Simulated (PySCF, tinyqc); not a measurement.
Inside a calculation. Method: RHF in the sto-3g basis, for LiH, spin multiplicity 1. The lowest restricted solution is unstable here: a spin-polarised one lies 0.0789 hartree lower (PySCF). One step of it, computed by the program tinyqc.

Question. Iteration 1: diagonalisation and new density. Diagonalise F' = X^T F X, C = X C', fill 2 alpha and 2 beta electrons from the bottom; D = 2 C_occ C_occ^T; the new density keeps 0.3 of the old one (damping). Each column has its largest component positive (the first on a tie).

Fock matrix F (hartree), order 1Li 1s, 1Li 2s, 1Li 2px, 1Li 2py, 1Li 2pz, 2H 1s:
```
[[-3.325210, -0.745528, 0.004894, 0.002839, 0.006149, -0.006622],
 [-0.745528, -0.373730, -0.003135, -0.001999, 0.012342, -0.045490],
 [0.004894, -0.003135, -0.220577, -0.061671, -0.063812, 0.039596],
 [0.002839, -0.001999, -0.061671, -0.148540, -0.041910, 0.018512],
 [0.006149, 0.012342, -0.063812, -0.041910, -0.265257, -0.124325],
 [-0.006622, -0.045490, 0.039596, 0.018512, -0.124325, 0.010254]]
```

X, order 1Li 1s, 1Li 2s, 1Li 2px, 1Li 2py, 1Li 2pz, 2H 1s:
```
[[-0.629432, 0.509953, 0.000000, 0.000000, -0.433049, 0.467825],
 [0.757785, -0.330792, 0.000000, 0.000000, -0.285180, 0.560470],
 [0.000000, 0.000000, 0.108206, 0.994129, 0.000000, 0.000000],
 [0.000000, 0.000000, 0.994129, -0.108206, 0.000000, 0.000000],
 [0.361820, 0.693766, 0.000000, 0.000000, 0.594525, 0.268484],
 [-0.551823, -0.581041, 0.000000, 0.000000, 0.492153, 0.412079]]
```

D at the start, order 1Li 1s, 1Li 2s, 1Li 2px, 1Li 2py, 1Li 2pz, 2H 1s:
```
[[0.003615, -0.014739, -0.057486, -0.032475, -0.030979, 0.049658],
 [-0.014739, 0.064152, 0.223828, 0.123493, 0.063610, -0.255225],
 [-0.057486, 0.223828, 0.941525, 0.539553, 0.655449, -0.652618],
 [-0.032475, 0.123493, 0.539553, 0.311281, 0.415848, -0.330323],
 [-0.030979, 0.063610, 0.655449, 0.415848, 1.233342, 0.389033],
 [0.049658, -0.255225, -0.652618, -0.330323, 0.389033, 1.367691]]
```

overlap S, order 1Li 1s, 1Li 2s, 1Li 2px, 1Li 2py, 1Li 2pz, 2H 1s:
```
[[1.000000, 0.241137, 0.000000, 0.000000, 0.000000, 0.001853],
 [0.241137, 1.000000, 0.000000, 0.000000, 0.000000, 0.121382],
 [0.000000, 0.000000, 1.000000, 0.000000, 0.000000, 0.000000],
 [0.000000, 0.000000, 0.000000, 1.000000, 0.000000, 0.000000],
 [0.000000, 0.000000, 0.000000, 0.000000, 1.000000, 0.189285],
 [0.001853, 0.121382, 0.000000, 0.000000, 0.189285, 1.000000]]
```

Give: F' = X^T F X; orbital energies; coefficients C; D after iteration 1.

Answer.

F' = X^T F X (hartree):
```
[[-0.7654, 0.7428, -0.0340, -0.0470, -0.7786, 0.7992],
 [0.7428, -0.6930, -0.0444, -0.0593, 0.5805, -0.8618],
 [-0.0340, -0.0444, -0.1627, -0.0680, -0.0185, -0.0034],
 [-0.0470, -0.0593, -0.0680, -0.2065, -0.0178, 0.0001],
 [-0.7786, 0.5805, -0.0185, -0.0178, -0.9939, 0.9233],
 [0.7992, -0.8618, -0.0034, 0.0001, 0.9233, -1.2993]]
```

orbital energies (hartree): [-3.3263, -0.3378, -0.2235, -0.2154, -0.1130, 0.0954]

coefficients C, order 1Li 1s, 1Li 2s, 1Li 2px, 1Li 2py, 1Li 2pz, 2H 1s:
```
[[1.0045, 0.0120, -0.1910, -0.1229, 0.0010, 0.0427],
 [-0.0196, -0.0419, 0.8584, 0.5477, -0.0045, -0.2006],
 [-0.0017, 0.5657, 0.3925, -0.5060, -0.4830, 0.1913],
 [-0.0010, 0.3429, 0.2065, -0.2531, 0.8749, 0.1015],
 [-0.0024, 0.7392, -0.3207, 0.4469, -0.0345, -0.4331],
 [0.0026, 0.0453, -0.1330, 0.3186, -0.0062, 0.9658]]
```

D after iteration 1, order 1Li 1s, 1Li 2s, 1Li 2px, 1Li 2py, 1Li 2pz, 2H 1s:
```
[[1.4140, -0.0326, -0.0101, -0.0054, -0.0003, 0.0194],
 [-0.0326, 0.0222, 0.0340, 0.0170, -0.0242, -0.0793],
 [-0.0101, 0.0340, 0.7305, 0.4335, 0.7821, -0.1599],
 [-0.0054, 0.0170, 0.4335, 0.2580, 0.4796, -0.0774],
 [-0.0003, -0.0242, 0.7821, 0.4796, 1.1350, 0.1636],
 [0.0194, -0.0793, -0.1599, -0.0774, 0.1636, 0.4132]]
```
